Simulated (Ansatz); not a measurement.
NO2, SMILES [O]N=O, multiplicity 2.

Geometry: TPSSh-D3(BJ)/def2-TZVP.

Two levels are set side by side: PBE/def2-TZVPD (Ansatz, a first-principles code) and CAM-B3LYP/def2-TZVPD (Ansatz). Energy differences of separate SCF runs at the same geometry; the states with an electron removed or added have multiplicity 1 and 1. Differences are taken from unrounded values.

| quantity | CAM-B3LYP | PBE | PBE minus CAM-B3LYP |
|---|---|---|---|
| vertical ionisation energy (eV) | 11.89 | 11.16 | -0.73 |
| vertical electron affinity (eV) | 1.50 | 1.11 | -0.39 |
